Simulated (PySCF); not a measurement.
# M06-2X/STO-6G run of BH3S (SMILES BS)

Aim: the vertical singlet–triplet gap of BH3S at M06-2X/STO-6G, from 2 runs. Input form: a Python script.

The results are computed with PySCF 2.14.0.

11 further runs of the same task are left out: 11 set aside as unsound or not needed.

## 1. The structure to begin with

BH3S: 5 atoms, total charge 0, spin state singlet. SMILES: `BS`. The shape is that of a PBE0-D4/def2-TZVP optimisation.

Bond lengths: B1–S2 1.765 Å, B1–H3 1.192 Å, B1–H4 1.190 Å, S2–H5 1.344 Å. Angles: B1–S2–H5 99.2°, S2–B1–H3 115.8°, S2–B1–H4 121.4°, H3–B1–H4 122.7°.

## 2. The energy at M06-2X/STO-6G

Contents of calc.py:

```python
from pyscf import gto, dft

mol = gto.Mole()
mol.atom = '''
B   -0.392100  -0.421000   0.088100
S    0.161700   1.236900  -0.154300
H   -1.562900  -0.556400   0.264200
H    0.367100  -1.337600   0.074200
H    1.476100   1.004400  -0.313600
'''
mol.basis = 'sto-6g'
mol.max_memory = 1860
mol.verbose = 3
mol.build()

myscf = dft.RKS(mol, xc='m06-2x')
myscf.conv_tol = 1e-10
myscf.grids.level = 5
myscf.kernel()
if not myscf.converged:
    myscf = myscf.newton().run(myscf.mo_coeff, myscf.mo_occ)

e_final = myscf.e_tot
print(f'total energy: {e_final:.8f} hartree')
```

On the command line:

```bash
$ OMP_NUM_THREADS=1 python calc.py
```

What it wrote:

```text
converged SCF energy = -423.348463005923
total energy: -423.34846301 hartree
```

Run time: 3.3 s. Hardware: 1 thread of Arm Neoverse V2, shared host; peak memory 0.19 GiB.

## 3. The triplet

Contents of run.py:

```python
from pyscf import gto, dft

mol = gto.M(
    atom='''
B     -0.392100    -0.421000     0.088100
S      0.161700     1.236900    -0.154300
H     -1.562900    -0.556400     0.264200
H      0.367100    -1.337600     0.074200
H      1.476100     1.004400    -0.313600
''',
    basis='sto-6g',
    max_memory=1860,
    spin=2,
    verbose=3,
)

mf = dft.UKS(mol, xc='m06-2x')
mf.conv_tol = 1e-10
mf.grids.level = 5
mf.kernel()
if not mf.converged:
    mf = mf.newton().run(mf.mo_coeff, mf.mo_occ)

energy = mf.e_tot
print(f'total energy: {energy:.8f} hartree')
```

On the command line:

```bash
$ OMP_NUM_THREADS=1 python run.py
```

What it wrote:

```text
WARN: HOMO 0.0255870932138195 >= LUMO -0.288571173730079

WARN: HOMO 0.0242911532959657 >= LUMO -0.123819964484903

WARN: HOMO -0.0300157491091255 >= LUMO -0.106077373128387

WARN: HOMO -0.0257440874807678 >= LUMO -0.102682765848608

WARN: HOMO -0.0262251630613195 >= LUMO -0.103185442051002

WARN: HOMO -0.0262906706425159 >= LUMO -0.103195102445497

WARN: HOMO -0.0262854233756001 >= LUMO -0.103133520579533

WARN: HOMO -0.0262886481838296 >= LUMO -0.10314582509562

WARN: HOMO -0.0262867705784212 >= LUMO -0.103143991594914

WARN: HOMO -0.0262868804276939 >= LUMO -0.103144073754725

WARN: HOMO -0.0262868945264901 >= LUMO -0.103144036338407

converged SCF energy = -423.129625236021  <S^2> = 2.0063799  2S+1 = 3.0042502
total energy: -423.12962524 hartree
```

Wall time 5.4 s (1 thread of Arm Neoverse V2, shared host); peak memory 0.21 GiB.

## 4. Results

At M06-2X/STO-6G:

```
                                        quantity          value
                           singlet: total energy  -423.34846 Eh
                          singlet: dipole moment         1.20 D
                            singlet: HOMO energy       -6.93 eV
                            singlet: LUMO energy        3.33 eV
                          singlet: HOMO–LUMO gap       10.26 eV
                           triplet: total energy  -423.12963 Eh
                          triplet: dipole moment         5.16 D
     triplet: HOMO energy (highest over α and β)       -0.72 eV
                                   triplet: ⟨S²⟩          2.006
vertical energy of the triplet above the singlet       5.955 eV
```

In words: At this shape the triplet lies 5.95 eV (137 kcal/mol) above the singlet. In a minimal basis such a difference can be off by several eV, whatever the method. Mulliken charges (triplet) run from -0.27 on B1 to +0.43 on S2; they depend strongly on the basis.
